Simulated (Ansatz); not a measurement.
Mulliken charges of C$_{3}$H$_{4}$FN (`NC=C=CF`) from ωB97M-V/def2-TZVPP in Ansatz (PBE0-D4/def2-TZVP geometry).

| atom | x (Å) | y (Å) | z (Å) | charge (e) |
| --- | --- | --- | --- | --- |
| N1 | 1.558 | -0.633 | -0.627 | -0.221 |
| C2 | 0.281 | -0.798 | -0.136 | 0.048 |
| C3 | -0.526 | 0.146 | 0.286 | -0.123 |
| C4 | -1.306 | 1.044 | 0.796 | 0.013 |
| F5 | -2.271 | 1.671 | 0.084 | -0.201 |
| H6 | 1.805 | 0.302 | -0.908 | 0.129 |
| H7 | 1.875 | -1.342 | -1.267 | 0.127 |
| H8 | -0.039 | -1.836 | -0.066 | 0.117 |
| H9 | -1.288 | 1.399 | 1.821 | 0.111 |

**Question.** By hand: the dipole of these point charges (1 e Å = 4.8032 D).

**Answer.** Σ q r = (0.497, -0.430, 0.007) e Å, of length 0.657 e Å = 3.16 D.

**Question.** How does the dipole of the full density compare? (Estimate.)

**Answer.** The calculation gave: (0.470, -0.293, -0.146) e Å, 2.75 D; the point charges give 1.15 times that, at 18° from its direction.

Point charges leave out the atoms' own dipoles, such as those of lone pairs, and Mulliken's split depends on the basis, so the close match here is no proof of good charges.
